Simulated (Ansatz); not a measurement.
# A barrier at the coupled-cluster level

Start structure (CH$_{6}$N, doublet), relaxed at PBE0-D4/def2-TZVP:

| atom | x (Å) | y (Å) | z (Å) |
| --- | --- | --- | --- |
| H1 | -0.5937 | -0.3608 | -0.5724 |
| N2 | -1.1724 | -0.3477 | -1.4060 |
| C3 | 1.0186 | 0.1038 | 1.3590 |
| H4 | -1.7913 | 0.4496 | -1.3222 |
| H5 | -0.5572 | -0.1615 | -2.1887 |
| H6 | 0.1817 | 0.1940 | 2.0365 |
| H7 | 1.4706 | 0.9909 | 0.9399 |
| H8 | 1.4436 | -0.8683 | 1.1539 |

The step: CH₃ + NH₃ → CH₄ + NH₂; bonds formed: H1–C3; bonds broken: H1–N2. Program: Ansatz 0.2.0. Basis: def2-TZVPP and def2-QZVPP. Cores are frozen in the correlated methods; orbitals are unrestricted. Extrapolation: Hartree–Fock as exp(−7.88 √X), correlation as X^−2.97. Energies below are by CCSD(T) at an estimated basis limit (MP2 extrapolated from triple and quadruple zeta, plus CCSD(T) − MP2 in triple zeta).

What are the electronic barrier and the energy of the step, from the start structure to the end structure? (To be estimated.)

The calculation gives: Barrier 0.774 eV; step energy 0.145 eV (uphill); reverse barrier, their difference, 0.629 eV. Barrier and step energy count from the start structure, the reverse barrier from the end structure.

The saddle point: One imaginary mode of 1612i cm⁻¹.
| pair | start (Å) | saddle (Å) | end (Å) |
| --- | --- | --- | --- |
| H1–C3 | 2.56 | 1.31 | 1.09 |
| H1–N2 | 1.01 | 1.27 | 2.56 |

Zero-point energy (harmonic, PBE0-D4): ZPE is 1.786 eV at the start and 1.727 eV at the saddle, so the barrier goes from 0.774 to 0.716 eV.

T1 diagnostic: at most 0.016. ⟨S²⟩ of the unrestricted Hartree–Fock references: 0.76 to 0.79 (a pure state has 0.75).

For scale, one of the runs: CCSD(T)/def2-TZVPP, 146 basis functions, launched by `ansatz run in.yaml --threads 2 --pin off --events-out ev --progress --plain --max-ram 4352MiB`. The run took 31 s on 2 CPU threads of an Arm Neoverse V2 (shared host), with 2.1 GiB of host memory at its peak.
